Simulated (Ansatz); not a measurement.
C$_{3}$H$_{5}$F$_{3}$ (`FCC(F)CF`). Total charge 0; spin multiplicity 1. Geometry: relaxed with PBE0-D4/def2-TZVP. It is one conformer, not always the lowest.

```xyz
11

F    -1.430   -1.041    0.963
C    -0.156   -0.544    1.150
C     0.478   -0.319   -0.208
F     1.797    0.032    0.012
C    -0.206    0.743   -1.024
F    -0.312    1.917   -0.312
H     0.428   -1.274    1.716
H    -0.221    0.393    1.706
H     0.463   -1.254   -0.781
H    -1.212    0.405   -1.291
H     0.370    0.943   -1.932
```

Q: What is the dipole moment at PBE/def2-TZVPP? (An estimate is asked.)

A: Computed: 1.40 D, with components (0.03, -1.12, -0.85) D in this frame, pointing from negative to positive charge.

Q: And with r2SCAN, B3LYP, ωB97M-V? (Best estimate.)

A: Ansatz gave: r2SCAN 1.47 D, B3LYP 1.52 D, ωB97M-V 1.51 D.

Q: Give the Mulliken charges with PBE, B3LYP, r2SCAN in def2-TZVPP. (An estimate is asked.)

A: Computed: 
```csv
atom,PBE,B3LYP,r2SCAN
F1,-0.21,-0.25,-0.25
C2,0.03,0.06,0.14
C3,0.14,0.18,0.21
F4,-0.20,-0.24,-0.24
C5,0.05,0.07,0.15
F6,-0.20,-0.25,-0.24
H7,0.09,0.10,0.05
H8,0.09,0.10,0.06
H9,0.04,0.05,0.00
H10,0.08,0.09,0.05
H11,0.09,0.09,0.05
```

B3LYP here is the variant with VWN-RPA as its local correlation; programs differ in this.
